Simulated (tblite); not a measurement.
Species: C5H7O (doublet state).
Cartesian coordinates in Å at the GFN2-xTB level; atoms count from 1:
```xyz
13
C5H7O angstrom
C      2.8290    0.4726    0.2027
C      1.9156    0.5213   -0.7299
O      0.7040    0.1229   -0.9621
C     -0.1841   -0.1334    0.1653
C     -1.4768   -0.6436   -0.3659
C     -2.6310   -0.0130   -0.2346
H      3.7536    1.0129    0.1086
H      2.7615   -0.1881    1.0680
H     -0.3143    0.7954    0.7312
H      0.3020   -0.8811    0.8038
H     -1.4096   -1.5740   -0.9118
H     -3.5437   -0.4119   -0.6412
H     -2.7105    0.9205    0.2978
```

The geometry is computed with GFN2-xTB (gas phase). This method treats the open shell by occupation alone, without spin polarisation.

Masses are those of the commonest isotopes; rigid-rotor values at the optimised geometry. The values belong to one conformer with, in the numbering `[CH2:1]=[C:2][O:3][CH2:4][CH:5]=[CH2:6]`, C1–C2–O3–C4 25°, C2–O3–C4–C5 -177°, O3–C4–C5–C6 -116°.

(1) Give the principal moments of inertia and the rotational constants in GHz.

(2) What kind of rotor is it?

(3) What does the inertial defect say?

(4) Give the other two planar moments, Paa and Pbb, and the rms extents of the mass along the axes.

(5) Estimate the classical rotational partition function at 50 K, 100 K and 200 K.

Answers

(1) Ia = 30.37, Ib = 316.10, Ic = 325.99 u·Å²; 505379 MHz·u·Å²/I gives 16643, 1599 and 1550 MHz, that is A = 16.643, B = 1.5988, C = 1.5503 GHz.

(2) A near-prolate asymmetric top; Ray's κ = -0.994.

(3) Not planar: Δ = Ic − Ia − Ib = -20.48 u·Å². For a rigid frame Δ = −2 Σ m c², so Σ m c² = 10.24 u·Å² lies off the ab plane: 5.75 from hydrogen and 4.49 from heavier atoms. The atom farthest from that plane is 1.37 Å away.

(4) Paa = Σ m a² = (Ib + Ic − Ia)/2 = 305.86 and Pbb = Σ m b² = (Ia + Ic − Ib)/2 = 20.13 u·Å². With the mass M = 83.05 u, the rms extents √(P/M) along a, b and c are 1.92, 0.49, 0.35 Å.

(5) Point group C1, symmetry number σ = 1; q = (√π/σ)·√((kT/h)³/(ABC)), k/h = 20836.6 MHz/K: 9280 at 50 K, 26200 at 100 K, 74200 at 200 K.

For this open shell read J as N, the rotation without spin; fine and hyperfine splittings come on top. Its GFN2-xTB frequencies are all real (lowest 20 cm⁻¹). These are rigid-rotor constants of the computed structure; measured ground-state constants (B0) also hold zero-point vibration.

On one thread, Arm Neoverse V1 (aarch64), no GPU (shared host), this took 0.97 s. This is the geometry optimisation.
